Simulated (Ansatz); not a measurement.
## Nudged elastic band run: H5NOSi

The input (input.yaml):

```yaml
crystal:
  periodic: [false, false, false]
  atoms:
    - { symbol: Si, position_ang: [0.302634, -0.149654, 0.061207] }
    - { symbol: O, position_ang: [0.391972, -0.083398, 1.742579] }
    - { symbol: H, position_ang: [-0.450049, 0.152948, 2.176337] }
    - { symbol: H, position_ang: [1.731587, -0.334214, -0.325906] }
    - { symbol: H, position_ang: [-0.306762, 1.112172, -0.483023] }
    - { symbol: "N", position_ang: [-0.624521, -1.411722, -0.686337] }
    - { symbol: H, position_ang: [-0.376809, -2.390793, -0.54109] }
    - { symbol: H, position_ang: [-1.631154, -1.306241, -0.810366] }
basis:
  gaussian: { orbitals: "6-31G*" }
hamiltonian:
  xc: pbe
neb:
  order_check: false
  images: 5
  f_tol: 0.05
  max_iterations: 60
  final_atoms:
    - { symbol: Si, position_ang: [0.23578924, 0.13093596, -0.83789655] }
    - { symbol: O, position_ang: [0.79743482, 0.06787649, 1.27137033] }
    - { symbol: H, position_ang: [0.21763375, -0.75347656, 1.25265178] }
    - { symbol: H, position_ang: [1.71784464, -0.27150213, 1.28031095] }
    - { symbol: H, position_ang: [-0.846495, 1.15560141, -0.449046] }
    - { symbol: "N", position_ang: [-0.76606615, -1.30480454, -0.366166] }
    - { symbol: H, position_ang: [-1.7753219, -1.23343862, -0.21587533] }
    - { symbol: H, position_ang: [-0.5439214, -2.20209402, -0.80194818] }
  initial_path:
    images:
      - { positions_ang: [[0.302634, -0.149654, 0.061207], [0.391972, -0.083398, 1.742579], [-0.450049, 0.152948, 2.176337], [1.731587, -0.334214, -0.325906], [-0.306762, 1.112172, -0.483023], [-0.624521, -1.411722, -0.686337], [-0.376809, -2.390793, -0.54109], [-1.631154, -1.306241, -0.810366]] }
      - { positions_ang: [[0.20621978, -0.10084866, 0.04062136], [0.59331925, -0.05702283, 1.69577907], [-0.27635337, 0.01239931, 2.08742677], [1.6977353, -0.23111324, -0.09202271], [-0.41730148, 1.13939143, -0.49571673], [-0.69799504, -1.43474877, -0.66530298], [-0.72211986, -2.28805039, -0.34756711], [-1.34660659, -1.45090884, -1.08981667]] }
      - { positions_ang: [[0.10980557, -0.05204333, 0.02003572], [0.79466649, -0.03064766, 1.64897914], [-0.10265773, -0.12814939, 1.99851654], [1.66388361, -0.12801247, 0.14186059], [-0.52784095, 1.16661087, -0.50841046], [-0.77146908, -1.45777555, -0.64426896], [-1.06743072, -2.18530778, -0.15404423], [-1.06205918, -1.59557669, -1.36926733]] }
      - { positions_ang: [[0.01339135, -0.00323799, -0.00054992], [0.99601374, -0.00427249, 1.60217921], [0.0710379, -0.26869808, 1.90960631], [1.63003191, -0.02491171, 0.37574388], [-0.63838043, 1.1938303, -0.52110419], [-0.84494312, -1.48080232, -0.62323495], [-1.41274158, -2.08256518, 0.03947866], [-0.77751177, -1.74024453, -1.648718]] }
      - { positions_ang: [[0.08752398, 0.04148666, -0.27966546], [0.92982077, 0.01977717, 1.49190959], [0.11990318, -0.43029091, 1.69062147], [1.65930282, -0.10710852, 0.67726624], [-0.70775195, 1.18108734, -0.4970848], [-0.8186508, -1.42213639, -0.5375453], [-1.53360169, -1.79952299, -0.04563934], [-0.69964831, -1.89419436, -1.36646139]] }
      - { positions_ang: [[0.16165661, 0.08621131, -0.55878101], [0.86362779, 0.04382683, 1.38163996], [0.16876847, -0.59188373, 1.47163662], [1.68857373, -0.18930533, 0.97878859], [-0.77712348, 1.16834438, -0.4730654], [-0.79235847, -1.36347046, -0.45185565], [-1.65446179, -1.5164808, -0.13075733], [-0.62178485, -2.04814419, -1.08420479]] }
      - { positions_ang: [[0.23578924, 0.13093596, -0.83789655], [0.79743482, 0.06787649, 1.27137033], [0.21763375, -0.75347656, 1.25265178], [1.71784464, -0.27150213, 1.28031095], [-0.846495, 1.15560141, -0.449046], [-0.76606615, -1.30480454, -0.366166], [-1.7753219, -1.23343862, -0.21587533], [-0.5439214, -2.20209402, -0.80194818]] }
```

Launched with:

```bash
$ ansatz run input.yaml --threads 1 --pin off --max-ram 2048MiB --backend cpu --events-out ev --progress --plain --runs-dir out
```

Output, in part (warnings, iteration lines, the closing report on the highest movable image, with atoms numbered from 0):

```
NEB end point (image 0): max|allowed force component| = 2.356e-2 eV/Å (the criterion of neb.relax_end_points is 1.000e-2)
NEB end point (image 6): max|allowed force component| = 1.807e-2 eV/Å (the criterion of neb.relax_end_points is 1.000e-2)
NEB iter   1: max|band force component| = 1.936e1 eV/Å  barrier→ = 5.1824 eV  barrier← = 3.1194 eV  Δτ_max = 0.2000 Å  (190 SCF iters)
NEB iter   2: max|band force component| = 2.960e0 eV/Å  barrier→ = 3.5458 eV  barrier← = 1.4828 eV  Δτ_max = 0.2000 Å  (164 SCF iters)
NEB iter   3: max|band force component| = 1.675e0 eV/Å  barrier→ = 3.2225 eV  barrier← = 1.1595 eV  Δτ_max = 0.2000 Å  (140 SCF iters)
NEB iter   4: max|band force component| = 1.051e0 eV/Å  barrier→ = 3.4747 eV  barrier← = 1.4117 eV  Δτ_max = 0.1983 Å  (143 SCF iters)
NEB iter   5: max|band force component| = 7.892e-1 eV/Å  barrier→ = 3.5696 eV  barrier← = 1.5066 eV  Δτ_max = 0.2000 Å  (148 SCF iters)
NEB iter   6: max|band force component| = 6.879e-1 eV/Å  barrier→ = 3.4050 eV  barrier← = 1.3420 eV  Δτ_max = 0.1968 Å  (148 SCF iters)
NEB iter   7: max|band force component| = 1.730e0 eV/Å  barrier→ = 3.3459 eV  barrier← = 1.2829 eV  Δτ_max = 0.0996 Å  (148 SCF iters)
NEB iter   8: max|band force component| = 1.133e0 eV/Å  barrier→ = 2.9524 eV  barrier← = 0.8894 eV  Δτ_max = 0.0998 Å  (146 SCF iters)
NEB iter   9: max|band force component| = 1.057e0 eV/Å  barrier→ = 2.8493 eV  barrier← = 0.7863 eV  Δτ_max = 0.1994 Å  (132 SCF iters)
NEB iter  10: max|band force component| = 7.947e-1 eV/Å  barrier→ = 2.3384 eV  barrier← = 0.2754 eV  Δτ_max = 0.1981 Å  (145 SCF iters)
NEB iter  11: max|band force component| = 6.467e-1 eV/Å  barrier→ = 2.2336 eV  barrier← = 0.1706 eV  Δτ_max = 0.1985 Å  (146 SCF iters)
NEB iter  12: max|band force component| = 7.071e-1 eV/Å  barrier→ = 2.2000 eV  barrier← = 0.1370 eV  Δτ_max = 0.1975 Å  (148 SCF iters)
NEB iter  13: max|band force component| = 6.044e-1 eV/Å  barrier→ = 2.1817 eV  barrier← = 0.1187 eV  Δτ_max = 0.1982 Å  (146 SCF iters)
NEB iter  14: max|band force component| = 8.215e-1 eV/Å  barrier→ = 2.1874 eV  barrier← = 0.1244 eV  Δτ_max = 0.0992 Å  (133 SCF iters)
NEB iter  15: max|band force component| = 5.042e-1 eV/Å  barrier→ = 2.1702 eV  barrier← = 0.1072 eV  Δτ_max = 0.0976 Å  (136 SCF iters)
NEB iter  16: max|band force component| = 3.914e-1 eV/Å  barrier→ = 2.1750 eV  barrier← = 0.1120 eV  CI = image 5  Δτ_max = 0.1010 Å  (136 SCF iters)
NEB iter  17: max|band force component| = 9.201e-1 eV/Å  barrier→ = 2.1914 eV  barrier← = 0.1284 eV  CI = image 5  Δτ_max = 0.0500 Å  (137 SCF iters)
NEB iter  18: max|band force component| = 9.372e-1 eV/Å  barrier→ = 2.1998 eV  barrier← = 0.1368 eV  CI = image 5  Δτ_max = 0.0994 Å  (136 SCF iters)
NEB iter  19: max|band force component| = 8.551e-1 eV/Å  barrier→ = 2.1994 eV  barrier← = 0.1364 eV  CI = image 5  Δτ_max = 0.1985 Å  (135 SCF iters)
NEB iter  20: max|band force component| = 2.568e-1 eV/Å  barrier→ = 2.1836 eV  barrier← = 0.1205 eV  CI = image 5  Δτ_max = 0.1986 Å  (139 SCF iters)
NEB iter  21: max|band force component| = 5.096e-1 eV/Å  barrier→ = 2.1804 eV  barrier← = 0.1174 eV  CI = image 5  Δτ_max = 0.0997 Å  (140 SCF iters)
NEB iter  22: max|band force component| = 3.277e-1 eV/Å  barrier→ = 2.1686 eV  barrier← = 0.1055 eV  CI = image 5  Δτ_max = 0.2000 Å  (138 SCF iters)
NEB iter  23: max|band force component| = 3.666e-1 eV/Å  barrier→ = 2.2166 eV  barrier← = 0.1536 eV  CI = image 5  Δτ_max = 0.0997 Å  (136 SCF iters)
NEB iter  24: max|band force component| = 1.937e-1 eV/Å  barrier→ = 2.1831 eV  barrier← = 0.1201 eV  CI = image 5  Δτ_max = 0.1967 Å  (137 SCF iters)
NEB iter  25: max|band force component| = 1.407e-1 eV/Å  barrier→ = 2.1681 eV  barrier← = 0.1051 eV  CI = image 5  Δτ_max = 0.1954 Å  (135 SCF iters)
NEB iter  26: max|band force component| = 3.505e-1 eV/Å  barrier→ = 2.1641 eV  barrier← = 0.1011 eV  CI = image 5  Δτ_max = 0.1981 Å  (132 SCF iters)
NEB iter  27: max|band force component| = 1.567e0 eV/Å  barrier→ = 2.3100 eV  barrier← = 0.2470 eV  CI = image 5  Δτ_max = 0.0995 Å  (137 SCF iters)
NEB iter  28: max|band force component| = 1.836e0 eV/Å  barrier→ = 2.2971 eV  barrier← = 0.2341 eV  CI = image 5  Δτ_max = 0.1972 Å  (135 SCF iters)
NEB iter  29: max|band force component| = 1.906e0 eV/Å  barrier→ = 2.2912 eV  barrier← = 0.2281 eV  CI = image 5  Δτ_max = 0.1985 Å  (134 SCF iters)
NEB iter  30: max|band force component| = 3.875e0 eV/Å  barrier→ = 2.3721 eV  barrier← = 0.3091 eV  CI = image 4  Δτ_max = 0.1991 Å  (135 SCF iters)
NEB iter  31: max|band force component| = 2.521e0 eV/Å  barrier→ = 2.2509 eV  barrier← = 0.1879 eV  CI = image 4  Δτ_max = 0.1919 Å  (146 SCF iters)
NEB iter  32: max|band force component| = 1.462e0 eV/Å  barrier→ = 2.4048 eV  barrier← = 0.3418 eV  CI = image 5  Δτ_max = 0.1963 Å  (144 SCF iters)
NEB iter  33: max|band force component| = 2.140e0 eV/Å  barrier→ = 2.6865 eV  barrier← = 0.6235 eV  CI = image 4  Δτ_max = 0.1892 Å  (146 SCF iters)
NEB iter  34: max|band force component| = 2.179e0 eV/Å  barrier→ = 2.7524 eV  barrier← = 0.6894 eV  CI = image 4  Δτ_max = 0.1888 Å  (146 SCF iters)
NEB iter  35: max|band force component| = 3.764e0 eV/Å  barrier→ = 2.6632 eV  barrier← = 0.6002 eV  CI = image 4  Δτ_max = 0.1004 Å  (153 SCF iters)
NEB iter  36: max|band force component| = 1.861e0 eV/Å  barrier→ = 2.6733 eV  barrier← = 0.6103 eV  CI = image 4  Δτ_max = 0.2000 Å  (142 SCF iters)
NEB iter  37: max|band force component| = 1.147e0 eV/Å  barrier→ = 2.9512 eV  barrier← = 0.8882 eV  CI = image 4  Δτ_max = 0.1961 Å  (147 SCF iters)
NEB iter  38: max|band force component| = 5.426e-1 eV/Å  barrier→ = 3.0002 eV  barrier← = 0.9372 eV  CI = image 4  Δτ_max = 0.1962 Å  (139 SCF iters)
NEB iter  39: max|band force component| = 3.650e-1 eV/Å  barrier→ = 2.9665 eV  barrier← = 0.9035 eV  CI = image 4  Δτ_max = 0.1966 Å  (143 SCF iters)
NEB iter  40: max|band force component| = 2.986e-1 eV/Å  barrier→ = 2.9432 eV  barrier← = 0.8802 eV  CI = image 4  Δτ_max = 0.1561 Å  (125 SCF iters)
NEB iter  41: max|band force component| = 1.532e-1 eV/Å  barrier→ = 2.9354 eV  barrier← = 0.8724 eV  CI = image 4  Δτ_max = 0.0988 Å  (118 SCF iters)
NEB iter  42: max|band force component| = 1.537e-1 eV/Å  barrier→ = 2.9265 eV  barrier← = 0.8635 eV  CI = image 4  Δτ_max = 0.1645 Å  (131 SCF iters)
NEB iter  43: max|band force component| = 1.851e-1 eV/Å  barrier→ = 2.9231 eV  barrier← = 0.8601 eV  CI = image 4  Δτ_max = 0.0521 Å  (130 SCF iters)
NEB iter  44: max|band force component| = 2.378e-1 eV/Å  barrier→ = 2.9274 eV  barrier← = 0.8644 eV  CI = image 4  Δτ_max = 0.0261 Å  (131 SCF iters)
NEB iter  45: max|band force component| = 8.659e-2 eV/Å  barrier→ = 2.9272 eV  barrier← = 0.8642 eV  CI = image 4  Δτ_max = 0.0141 Å  (115 SCF iters)
NEB iter  46: max|band force component| = 5.065e-2 eV/Å  barrier→ = 2.9261 eV  barrier← = 0.8631 eV  CI = image 4  Δτ_max = 0.0289 Å  (115 SCF iters)
NEB iter  47: max|band force component| = 1.353e-1 eV/Å  barrier→ = 2.9258 eV  barrier← = 0.8628 eV  CI = image 4  Δτ_max = 0.0146 Å  (116 SCF iters)
NEB iter  48: max|band force component| = 1.744e-2 eV/Å  barrier→ = 2.9257 eV  barrier← = 0.8627 eV  CI = image 4  Δτ_max = 0.0000 Å  (242 SCF iters)
Total energy: -11485.78319708 eV, -422.0947471493 hartree
Atom 0 at     0.179662     0.032327    -0.352760 Å, force     0.012228     0.008838    -0.000650 eV/Å
Atom 1 at     0.702018     0.109967     1.562127 Å, force    -0.005286    -0.004723     0.008212 eV/Å
Atom 2 at     0.600085    -0.808660     1.907556 Å, force    -0.000339     0.004878    -0.002519 eV/Å
Atom 3 at     1.541192    -0.050881     0.550031 Å, force     0.000813    -0.001838    -0.008437 eV/Å
Atom 4 at    -0.785738     1.193476    -0.390640 Å, force    -0.001637    -0.000013     0.002078 eV/Å
Atom 5 at    -0.847471    -1.341116    -0.611265 Å, force    -0.012360    -0.006381     0.001232 eV/Å
Atom 6 at    -1.866322    -1.303186    -0.616581 Å, force     0.004676    -0.000109    -0.001726 eV/Å
Atom 7 at    -0.486528    -2.242830    -0.915067 Å, force     0.001905    -0.000652     0.001809 eV/Å
Dipole moment:    -0.257587    -0.566878    -0.029467 e Å
```

It converged. The profile has 2 maxima (images 1, 4) with wells between them (image 3): this band takes more than one step, which may be the mechanism or a detour left from its start path. Neighbouring images differ by up to 2.9 eV, so the band resolves the path poorly. A vibrational analysis at the climbing image gives one clearly imaginary mode, 1240i cm⁻¹: a first-order saddle point. The orbitals stay closed-shell, which can raise the energy where a bond breaks towards radicals; this wasn't checked here.

Final band (atoms are numbered from 1 in the order of the input):

```
image  path coordinate (Å)  energy (eV)  Si1–H4 (Å)  O2–H4 (Å)
    0                 0.00         0.00        1.49       2.48
    1                 1.37         0.15        1.50       2.50
    2                 2.74         0.07        1.50       2.56
    3                 4.11         0.00        1.50       2.64
    4                 5.48         2.93        1.64       1.32
    5                 8.17         2.17        2.85       0.98
    6                10.85         2.06        2.62       0.98
```

The run took 4 min on 1 thread of Intel(R) Xeon(R) Platinum 8488C (Sapphire Rapids), on a shared host, peak memory 0.12 GiB.
